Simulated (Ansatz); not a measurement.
# Relaxing Be2Rh

The calculation used Ansatz 0.2.0, DFT PBE, scalar-relativistic, plane waves, PAW.

The start puts Be2Rh on the cadmium chloride structure type (R-3m, No. 166), with Rh in place of Cd, Be in place of Cl, at a guessed volume.

The final relaxation ran on this input, with the default PAW datasets:

```yaml
crystal:
  lattice:
    - [1.4309459085, 0.8261570055, 4.5219557516]
    - [-1.4309459085, 0.8261570055, 4.5219557516]
    - [0.0, -1.6523140109, 4.5219557516]
  atoms:
    - { symbol: Be, position: [0.7820880747, 0.7820880747, 0.7820880747] }
    - { symbol: Be, position: [0.2179119253, 0.2179119253, 0.2179119253] }
    - { symbol: Rh, position: [0.0, 0.0, 0.0] }
basis:
  ecutwfc: 420
kpoints:
  mp_grid: { grid: [18, 18, 18] }
hamiltonian:
  xc: pbe
scf:
  occupations: { method: gaussian, width: 0.1 }
output:
  forces: true
  stress: true
  eigenvalues: true
relax:
  adjacent_minimum: "off"
  f_tol: 0.01
  max_steps: 80
  cell: { stress_tol: 0.05 }
```

Launched as:

```bash
ansatz run input.yaml --threads 1 --pin off --max-ram 2560MiB --backend cpu --events-out ev --progress --plain --runs-dir out
```

It took 120 s on 1 thread of Intel(R) Xeon(R) Platinum 8488C (Sapphire Rapids) (shared host), peak memory 0.57 GiB.

End of the output:

```
SCF converged after 6 iterations
Free energy (F): -6588.779723 eV
Harris-Foulkes:  -6588.779723 eV  (|F-HF|=9.09e-13)
Internal energy: -6588.775118 eV  (E = F + TS)
E sigma→0 (E₀):  -6588.777421 eV
Entropy (-TS):   -0.004605 eV (-1.535 meV/atom)
Fermi energy:    12.824957 eV
--- Per-component energies (eV) ---
  E_band       = -209.235862
  E_kinetic    = 613.725431
  E_local      = -2604.532233  (includes V_loc(G=0)·N_el)
  E_nonlocal   = 363.742410
  E_hartree    = 1005.915693
  E_xc         = -261.081310
  E_vxc        = -319.712877  (∫ρ·V_xc dr)
  E_paw        = -3706.238662  (= ΣΔE_a)
  E_vpaw       = -274.290912  (= ΣTr[D̂ρ^β])
  E_aug_tail   = 0.000927  (compensation charges beyond the density's cutoff)
  E_ewald      = -2000.307374
  E_smearing   = -0.004605  (= −TS)
  E_closure    = 0.000000  (closes the sum)
  Σ components = -6588.779723   (vs F -6588.779723, Δ=0.00e0)
--- Forces (eV/Å), atoms counted from 1 ---
  atom   1  Be     0.00000000     0.00000000     0.00148768
  atom   2  Be     0.00000000     0.00000000    -0.00148768
  atom   3  Rh     0.00000000     0.00000000     0.00000000
  max |Σ_I F_I| component: 7.40e-17 eV/Å
--- Stress (GPa, compression-positive) ---
        0.024688       0.000000       0.000000
        0.000000       0.024688       0.000000
        0.000000       0.000000      -0.001544
  P = ⅓ Tr σ = 0.0159 GPa (0.159 kbar)
--- Relaxed structure (5 steps of the walk, 5 accepted, 1 SCFs on fresh bases) ---
  F+E_penalty+E_count = -6588.77972325 eV   max|allowed force component| = 1.488e-3 eV/Å   (the final SCF, on the basis selected at the relaxed cell)
  cell:  # Å, volume = 32.1580 Å³
    - [1.446496, 0.835135, 4.436731]
    - [-1.446496, 0.835135, 4.436731]
    - [0.000000, -1.670270, 4.436731]
  atoms:
    - { symbol: Be, position: [0.782427, 0.782427, 0.782427] }
    - { symbol: Be, position: [0.217573, 0.217573, 0.217573] }
    - { symbol: Rh, position: [0.000000, 0.000000, 0.000000] }
```

Absolute energies hang on the potentials; compare differences alone.

The result has space group R-3m (No. 166). Around Be lie 3 Be at 2.15 Å and 3 Rh at 2.27 Å; Rh has 6 Be at 2.27 Å.

Against the elements it lies at -0.12 eV/atom. Energies over the elements count from the elements' standard structures at the same level, with no empirical corrections.

The k mesh leaves about 4 meV/atom of noise in metals.

Symmetry constrained the relaxation, so the result can be a saddle point.